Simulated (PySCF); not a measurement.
## Static response to an electric field

Species: P5H5.
Geometry (GFN2-xTB, Å), atoms numbered from 1 in this order:
```
atom  x, y, z in Å
P1    -0.5183   -1.7513   -0.3318
P2     1.4749   -0.8276   -0.2892
P3     1.0899    0.7868    1.1375
P4    -0.5477    1.6315   -0.0402
P5    -1.9015   -0.1099    0.0781
H6    -0.6368   -1.6232   -1.7166
H7     1.9535   -1.6958    0.6917
H8     2.0479    1.6279    0.5719
H9    -1.1454    2.2769    1.0430
H10   -1.8076   -0.3106    1.4618
```

Level: B3LYP/def2-SVPD (PySCF), static field, nuclei fixed, core orbitals frozen in the response. The polarisability tensor in these axes (au):

```
x   140.87  -1.90   5.05
y    -1.90 136.49  11.87
z     5.05  11.87 101.74
```

Give the principal values, the mean and the anisotropy Δα = √{½[(α1 − α2)² + (α2 − α3)² + (α1 − α3)²]}.

Principal values 97.41, 140.09 and 141.60 au; mean 126.37 au = 18.73 Å³ = 20.83 × 10⁻⁴⁰ C²·m²/J; Δα = 43.46 au (34 % of the mean).

What is the dipole moment, and where does it point?

(0.25, 0.36, 0.57) D, 0.72 D in size, pointing from the negative to the positive side. Measured along this direction, the outermost atoms are H6 at the negative end and H8 at the positive end.

Orientational against electronic polarisability at 400 K (dilute gas, rigid molecules)?

In Gaussian units μ²/3kT = 3.10 Å³ against 18.73 Å³, a ratio of 0.17; the Debye molar polarisation (4π/3)N_A(α + μ²/3kT) is 55.1 cm³/mol, leaving out the vibrational part.

Refractivity n − 1 of an ideal gas of it at 500 K and 1 atm, from the electronic α?

N = p/kT = 1.4678 × 10¹⁹ cm⁻³, so n − 1 = 2π × N × 18.73 × 10⁻²⁴ cm³ = 1727 × 10⁻⁶ at long wavelengths, for an ideal gas.

Rayleigh depolarisation ratio (linearly polarised light, static tensor)?

ρ = 3Δα²/(45ᾱ² + 4Δα²) = 5666.4/(718568 + 7555.2) = 0.0078.

Geometry: GFN2-xTB; no solvent, vibrations or thermal averaging.
